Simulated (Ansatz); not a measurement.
Start from `C/C=C/S` and change one atom or group to get `C=CC`.

Ansatz, PBE0-D4/def2-TZVP geometries, multiplicity 1. Each molecule was computed in one conformer, which needn't be the lowest.

```csv
property,`C/C=C/S`
HOMO–LUMO gap (PBE0/def2-TZVPP) / eV,6.50
LUMO energy (PBE/def2-TZVPP) / eV,-0.69
size of the dipole moment (ωB97M-V/def2-TZVPP) / D,1.29
HOMO energy (ωB97M-V/def2-TZVPP) / eV,-8.33
HOMO–LUMO gap (B3LYP/def2-TZVPP) / eV,6.06
HOMO energy (PBE0/def2-TZVPP) / eV,-6.21
```

Task: Give the same properties after the change, and the shifts. (Best estimate.)

Result: Ansatz gave: 
```tsv
property	`C=CC`	shift
HOMO–LUMO gap (PBE0/def2-TZVPP) / eV	7.82	1.32
LUMO energy (PBE/def2-TZVPP) / eV	-0.60	0.09
size of the dipole moment (ωB97M-V/def2-TZVPP) / D	0.41	-0.88
HOMO energy (ωB97M-V/def2-TZVPP) / eV	-9.64	-1.31
HOMO–LUMO gap (B3LYP/def2-TZVPP) / eV	7.35	1.29
HOMO energy (PBE0/def2-TZVPP) / eV	-7.37	-1.16
```

With PBE0 the HOMO falls by 1.16 eV and the LUMO rises by 0.17 eV, so the gap widens by about 1.33 eV. PBE moves the HOMO by -1.10 eV and ωB97M-V by -1.31 eV. The zero-point energy changes by 0.4 kJ/mol with -3 modes. Dipoles are sizes alone; their direction can turn.

B3LYP here is the variant with VWN-RPA as its local correlation; programs differ in this.
